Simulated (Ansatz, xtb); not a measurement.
CHBO: which of two isomers lies lower

Structure X is the triplet with the links of `B=C=O` and structure Y is the triplet with the links of `[CH+]=[B-]=O`. Both are isolated molecules in the gas phase, relaxed with r2SCAN-D4/def2-TZVP.

X (Å):

```yaml
atoms:
  - { symbol: C, position_ang: [0.0000, 0.0000, -0.7008] }
  - { symbol: B, position_ang: [0.0000, 0.0000, 0.7010] }
  - { symbol: O, position_ang: [0.0000, 0.0000, -1.8701] }
  - { symbol: H, position_ang: [0.0000, 0.0000, 1.8699] }
```

Y (Å):

```xyz
4

C     0.7300   -0.2009    0.4061
B    -0.6399   -0.6051    0.1559
O    -1.8037   -0.9194   -0.0296
H     1.7992   -0.1321    0.3727
```

**Question.** Which of the two would you expect CCSD(T)/def2-TZVPP electronic energies to favour?

**Answer.** Structure Y; the calculation gives E(Y) − E(X) = −0.555 eV.

How the difference moves with the method:

```tsv
level	geometry	E(Y) − E(X) (eV)	departure from the last row (eV)	job, with rough time for the two
r2SCAN-D4/def2-TZVP	r2SCAN-D4/def2-TZVP	−0.360	+0.195	optimisation, 35 s
HF/def2-TZVPP	r2SCAN-D4/def2-TZVP	−0.945	−0.390	part of the CCSD(T) run
MP2/def2-TZVPP	r2SCAN-D4/def2-TZVP	−0.581	−0.026	part of the CCSD(T) run
CCSD(T)/def2-TZVPP	r2SCAN-D4/def2-TZVP	−0.555		single point, 14 s
```

As drawn, Y has 1 B=O, 1 C–H in place of 1 C=O, 1 B–H.

None of the levels shown reverses the order. The largest departure from CCSD(T)/def2-TZVPP is that of HF/def2-TZVPP, 0.390 eV. Levels run at GFN2-xTB geometries aren't shown. The triplet state of X needn't be its ground state. The triplet state of Y needn't be its ground state.

With harmonic frequencies from r2SCAN-D4/def2-TZVP (ideal gas, rigid rotor, one conformer each, 298.15 K, 1 atm): the zero-point term adds 0.000 eV; ΔH is −0.557 and ΔG −0.560 eV.

Open shells are spin-unrestricted. The correlated steps freeze 3 core orbitals. Mirror images aren't counted in ΔG. Programs: Ansatz 0.2.0; the last row on 1 thread of Intel(R) Xeon(R) 6975P-C (Granite Rapids) on a shared host.
